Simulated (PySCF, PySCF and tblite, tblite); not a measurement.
**C₅H₉F: conformers and averaged spectra**

Which conformers does C₅H₉F (`FC1CCCC1`) populate, and what do their averaged NMR parameters look like?

Computed with tblite 0.8.0 (tight binding) and PySCF 2.14.0 (DFT, with response routines of our own); each step states its level. Atoms count from 0 throughout.

### Step 1. The starting structure

15 atoms, charge 0, multiplicity 1; geometry from: MMFF94s geometry.

Bonds of the start (Å): C1–C2 1.53, C1–C5 1.52, C1–H6 1.10, C2–C3 1.54, C2–H7 1.10, C2–H8 1.09, C3–C4 1.55, C3–H10 1.11, C3–H9 1.11, C4–C5 1.53, C4–H11 1.11, C4–H12 1.11, C5–H13 1.09, C5–H14 1.10, F0–C1 1.38.

### Step 2. GFN2-xTB relaxation, conformer 1

Job settings and geometry (Å):

```
{"job": {"xc": "GFN2-xTB", "basis": "xTB", "kind": "relax"}, "charge": 0, "multiplicity": 1}
F      1.297800    -2.113200     0.243200
C      0.642800    -1.027800    -0.298300
C     -0.816300    -0.975600     0.153600
C     -1.212700     0.510200     0.037100
C      0.114600     1.292400    -0.151900
C      1.219900     0.292200     0.201700
H      0.737600    -1.127000    -1.387200
H     -0.854300    -1.310300     1.197400
H     -1.457800    -1.634200    -0.437800
H     -1.749900     0.840400     0.945100
H     -1.887000     0.674400    -0.824700
H      0.162200     2.199500     0.477400
H      0.225100     1.607000    -1.208600
H      2.182900     0.536400    -0.254800
H      1.353400     0.221900     1.288400
```

Command:

```
> OMP_NUM_THREADS=1 python ens_run.py task.json out
```

This one command runs the whole study; its stages follow in the order run.

The program printed:

```text
step      E/eV     max force
  0    -545.34030    0.539
  1    -545.35471    0.263
  2    -545.36146    0.196
  3    -545.36288    0.093
  4    -545.36346    0.046
  5    -545.36377    0.040
  6    -545.36404    0.035
  7    -545.36423    0.030
  8    -545.36434    0.020
  9    -545.36439    0.022
 10    -545.36442    0.021
 11    -545.36448    0.019
 12    -545.36455    0.026
 13    -545.36464    0.030
 14    -545.36474    0.036
 15    -545.36488    0.043
 16    -545.36506    0.042
 17    -545.36523    0.029
 18    -545.36534    0.026
 19    -545.36542    0.024
 20    -545.36552    0.027
 21    -545.36562    0.027
 22    -545.36570    0.018
 23    -545.36574    0.020
 24    -545.36576    0.019
 25    -545.36579    0.014
 26    -545.36582    0.016
 27    -545.36585    0.014
 28    -545.36588    0.011
 29    -545.36590    0.012
 30    -545.36593    0.012
 31    -545.36595    0.010
 32    -545.36596    0.010
 33    -545.36597    0.010
 34    -545.36600    0.014
 35    -545.36605    0.020
 36    -545.36612    0.022
 37    -545.36619    0.020
 38    -545.36626    0.024
 39    -545.36633    0.026
 40    -545.36646    0.034
 41    -545.36675    0.059
 42    -545.36732    0.090
 43    -545.36806    0.101
 44    -545.36943    0.088
 45    -545.37043    0.152
 46    -545.37117    0.155
 47    -545.37314    0.111
 48    -545.37469    0.120
 49    -545.37641    0.122
 50    -545.37809    0.158
 51    -545.37425    0.356
 52    -545.38080    0.089
 53    -545.38206    0.084
 54    -545.37598    0.448
 55    -545.38466    0.064
 56    -545.38588    0.070
 57    -545.38140    0.399
 58    -545.38813    0.067
 59    -545.38920    0.075
 60    -545.38948    0.271
 61    -545.39170    0.079
 62    -545.39262    0.076
 63    -545.39390    0.254
 64    -545.39634    0.070
 65    -545.39772    0.064
 66    -545.39730    0.305
 67    -545.40141    0.075
 68    -545.40269    0.086
 69    -545.39959    0.287
 70    -545.40422    0.086
 71    -545.40491    0.085
 72    -545.40591    0.147
 73    -545.40670    0.064
 74    -545.40716    0.051
 75    -545.40789    0.046
 76    -545.40824    0.047
 77    -545.40862    0.044
 78    -545.40885    0.036
 79    -545.40899    0.027
 80    -545.40910    0.025
 81    -545.40921    0.022
 82    -545.40931    0.021
 83    -545.40938    0.019
 84    -545.40943    0.017
 85    -545.40948    0.014
 86    -545.40952    0.011
 87    -545.40955    0.008
 88    -545.40956    0.010
 89    -545.40957    0.007
 90    -545.40958    0.005
 91    -545.40958    0.004
```

It took 0.43 s on 1 thread of Arm Neoverse V1, shared host.

The energy fell by 0.069 eV, and the atoms moved 0.64 Å (root mean square).

### Step 3. Shieldings, conformer 1: PBE0/pcSseg-1 in chloroform

Job settings and geometry (Å):

```
{"job": {"xc": "PBE0", "basis": "pcSseg-1", "solvent": "chloroform", "kind": "nmr", "pop": true}, "charge": 0, "multiplicity": 1}
F      0.966717    -1.761531     1.120335
C      0.668179    -1.074618    -0.044671
C     -0.850553    -0.937037    -0.194085
C     -1.157973     0.476719     0.295894
C      0.035147     1.279730    -0.215402
C      1.227726     0.353856     0.039161
H      1.118229    -1.669326    -0.846533
H     -1.363736    -1.707525     0.378583
H     -1.122690    -1.041460    -1.244597
H     -1.177953     0.495067     1.386203
H     -2.110111     0.849633    -0.077111
H      0.144350     2.238284     0.288630
H     -0.075208     1.463636    -1.285546
H      2.039512     0.517287    -0.667265
H      1.616689     0.503495     1.046903
```

The program printed:

```text
coarse grid: 12096 points
cycle   1  E = -295.3329902900  dE =  6.436e-01  |g| = 5.239e-01  |ddm| = 3.261e+00
cycle   2  E = -295.3108119503  dE =  2.218e-02  |g| = 6.662e-01  |ddm| = 7.861e-01
cycle   3  E = -295.3865705036  dE = -7.576e-02  |g| = 4.717e-02  |ddm| = 4.351e-01
cycle   4  E = -295.3868460358  dE = -2.755e-04  |g| = 2.790e-02  |ddm| = 4.690e-02
cycle   5  E = -295.3870071268  dE = -1.611e-04  |g| = 4.003e-03  |ddm| = 2.244e-02
cycle   6  E = -295.3870103656  dE = -3.239e-06  |g| = 7.422e-04  |ddm| = 3.794e-03
final grid: 115992 points
cycle   7  E = -295.4308010981  dE = -4.211e-05  |g| = 8.822e-03  |ddm| = 2.884e-02
cycle   8  E = -295.4307887859  dE =  1.231e-05  |g| = 1.189e-02  |ddm| = 1.569e-02
cycle   9  E = -295.4308198440  dE = -3.106e-05  |g| = 8.568e-04  |ddm| = 8.568e-03
cycle  10  E = -295.4308199535  dE = -1.095e-07  |g| = 2.811e-04  |ddm| = 7.121e-04
cycle  11  E = -295.4308199655  dE = -1.202e-08  |g| = 3.604e-05  |ddm| = 1.815e-04
cycle  12  E = -295.4308199658  dE = -2.568e-10  |g| = 1.034e-05  |ddm| = 4.083e-05
converged SCF energy = -295.4308199658

GIAO shielding tensors (ppm)
atom      isotropic    diamagn.    paramagn.     s11        s22        s33       span
  0 F      366.819     474.142    -107.323    306.746    370.414    423.296    116.550
  1 C       87.606     243.651    -156.044     48.911     79.317    134.592     85.681
  2 C      147.953     248.129    -100.176    124.635    152.715    166.509     41.873
  3 C      158.726     247.373     -88.647    136.472    165.733    173.973     37.501
  4 C      156.938     247.533     -90.595    129.764    165.458    175.592     45.829
  5 C      148.985     248.344     -99.359    121.931    152.511    172.513     50.583
  6 H       26.260      29.482      -3.221     23.210     25.879     29.692      6.482
  7 H       29.607      29.578       0.029     25.681     27.341     35.799     10.118
  8 H       29.994      30.324      -0.330     25.360     28.078     36.544     11.185
  9 H       30.022      30.544      -0.522     25.988     27.718     36.361     10.374
 10 H       30.001      29.752       0.249     25.266     27.207     37.529     12.263
 11 H       29.737      29.607       0.129     25.093     27.048     37.069     11.976
 12 H       30.375      30.486      -0.111     25.572     28.171     37.380     11.808
 13 H       29.282      29.545      -0.263     24.839     27.528     35.479     10.640
 14 H       29.884      30.024      -0.140     25.558     28.476     35.619     10.061
```

Run time: 20 s. Hardware: 1 thread of Arm Neoverse V1, shared host; peak memory 0.83 GiB.

In short: HOMO -8.82 eV, LUMO 1.50 eV; dipole 2.18 D.

The fields below are evaluated on a grid from the run's orbitals.

Frontier orbitals at PBE0/pcSseg-1, with the share of their density that lies nearest to each atom:

```tsv
orbital	energy (eV)	lies on
HOMO	-8.82	F0 25 %; C1, C5 about 14 % each; C2 8 %
LUMO	1.50	4 H atoms about 14 % each; H10 11 %
```

ELF in a plane through or near 8 of the atoms.

Ten even steps from ' ' (0.00) to '@' (1.00):
```
                                                        
                                                        
                                                        
                              ..----..                  
              ::++--..      --##@@@@%%++                
          --%%@@@@@@%%::....**@@@@@@@@%%..              
          **@@@@@@@@@@++==++**%%@@@@@@**                
          ::##@@@@@@##::##@@--..--**--                  
            ..--****----++%%**++%%##==..                
                ==##%%%%**----##%%==----..              
          ::==++**++--++++----##**==..==::              
        ..##@@@@@@**::==%%%%++%%@@**==--..              
        ::@@@@@@@@@@##%%%%==##..**++::..                
          ##@@@@@@**--::====++****::                    
          ..==++--..    ::++####**::                    
                          ::==++==..                    
                            ......                      
                                                        
                                                        
                                                        
```
The map spans 9.2 Å across and 9.4 Å up, centred on the molecule. Atoms in the plane (x, y in Å): C1 (1.3, -0.2), C2 (0.5, 1.2), C3 (-0.9, 0.8), C4 (-1.1, -0.6), C5 (0.2, -1.3), H7 (1.0, 2.0), H10 (-1.7, 1.5), H11 (-2.0, -1.1).

On the surface of density 0.002 e/bohr³ the electrostatic potential runs, from the 1st to the 99th percentile, from -1.34 V near F0 to 0.85 V near H6.

### Step 4. Boltzmann average: properties at PBE0/pcSseg-1 in chloroform

Job settings and geometry (Å):

```
{"job": {"study": "conf", "smiles": "FC1CCCC1", "search": {"seed": 6065, "n_embed": 60, "ff_keep": 14, "window": 3.0, "nmax": 10, "temps": [250, 273.15, 298.15, 323.15, 373.15], "t_ref": 298.15, "order": 0.002}, "level": {"nmr": {"xc": "PBE0", "basis": "pcSseg-1", "solvent": "chloroform"}}, "kind": "conf"}, "charge": 0, "multiplicity": 1}
F      0.966717    -1.761531     1.120335
C      0.668179    -1.074618    -0.044671
C     -0.850553    -0.937037    -0.194085
C     -1.157973     0.476719     0.295894
C      0.035147     1.279730    -0.215402
C      1.227726     0.353856     0.039161
H      1.118229    -1.669326    -0.846533
H     -1.363736    -1.707525     0.378583
H     -1.122690    -1.041460    -1.244597
H     -1.177953     0.495067     1.386203
H     -2.110111     0.849633    -0.077111
H      0.144350     2.238284     0.288630
H     -0.075208     1.463636    -1.285546
H      2.039512     0.517287    -0.667265
H      1.616689     0.503495     1.046903
```

The program printed:

```text
conformer  sym    E(xTB)   E(DFT)   G(298.15 K)  weight  dipole/D
    1     C1      0.000    0.000    0.000   1.0000    2.180

mean shielding (ppm) by class
class atoms           250 K   273.15 K   298.15 K   323.15 K   373.15 K
  0 F  0            366.819    366.819    366.819    366.819    366.819
  1 C  1             87.606     87.606     87.606     87.606     87.606
  2 C  2,5          148.469    148.469    148.469    148.469    148.469
  3 C  3,4          157.832    157.832    157.832    157.832    157.832
  4 H  6              26.26      26.26      26.26      26.26      26.26
  5 H  7,14          29.746     29.746     29.746     29.746     29.746
  6 H  8,13          29.638     29.638     29.638     29.638     29.638
  7 H  9,11           29.88      29.88      29.88      29.88      29.88
  8 H  10,12         30.188     30.188     30.188     30.188     30.188
```

Wall time 23 s (1 thread of Arm Neoverse V1, shared host). This counts the runs that the step sums up.

The search (ETKDG and KDG, MMFF94s, GFN2-xTB) embedded 60 structures, kept 2 distinct ones after the force field and 1 after xTB; 1 was carried on (window 3.0 kcal/mol at the search's own energies). Energies: PBE0/pcSseg-1 in chloroform with D3(BJ).

Conformer by conformer (298 K):

```tsv
no.	group	mirror pair	ΔE xTB	ΔE DFT	ΔG	weight (%)	μ (D)	A, B, C (GHz)
1	C1	yes	0.00	0.00	0.00	100.0	2.18	5.84, 3.25, 2.51
```

Energies in kcal/mol. ΔG holds xTB vibrations and rotation, symmetry numbers and mirror pairs.

Shifts against references run at the same level (¹⁹F CFCl3 173.7, ¹H TMS 31.70, ¹³C TMS 187.6 ppm of shielding), by class of atoms, at 298 K:

```tsv
atoms	environment	average	measured
C1	sp3 CH bonded to F	100.0	95.5
C2, C5	sp3 CH2 in a ring	39.1	32.8
C3, C4	sp3 CH2 in a ring	29.8	22.5
H6	hydrogen on an sp3 CH bonded to F	5.44	–
H8, H13	hydrogen on an sp3 CH2 in a ring	2.06	–
H7, H14	hydrogen on an sp3 CH2 in a ring	1.95	–
H9, H11	hydrogen on an sp3 CH2 in a ring	1.82	–
H10, H12	hydrogen on an sp3 CH2 in a ring	1.51	–
F0	fluorine on an sp3 carbon	-193.2	–
```

Measured: solution, not stated per compound (mostly CDCl3 or CCl4); Pretsch, Buehlmann, Badertscher, Structure Determination of Organic Compounds, 4th ed. (2009).

Effective distances for nuclear Overhauser effects, ⟨r⁻⁶⟩^(−1/6) over all pairs of two classes (Å): H9···H10 1.97; H7···H8 1.98; H6···H8 2.37; H8···H10 2.61; H7···H9 2.62; H6···H7 2.84; H7···H10 3.11; H8···H9 3.13.

### Step 5. Summary of results

| quantity | value |
| --- | --- |
| conformers | 1; the first in weight is no. 1 (C1), 100 % at 298 K |
| root-mean-square dipole | 2.18 D |
| averaged ¹³C shifts (PBE0/pcSseg-1 in chloroform) | 100.0, 39.1, 29.8 ppm |
| averaged ¹H shifts (PBE0/pcSseg-1 in chloroform) | 5.44, 2.06, 1.95, 1.82, 1.51 ppm |
| averaged ¹⁹F shifts (PBE0/pcSseg-1 in chloroform) | -193.2 ppm |

What this shows: The search found one conformer in the window, so the averages are its own values. Against 3 measured ¹³C shifts the average misses by 6.0 ppm. Vibration is missing from the shifts, so part of that gap is not the functional's.
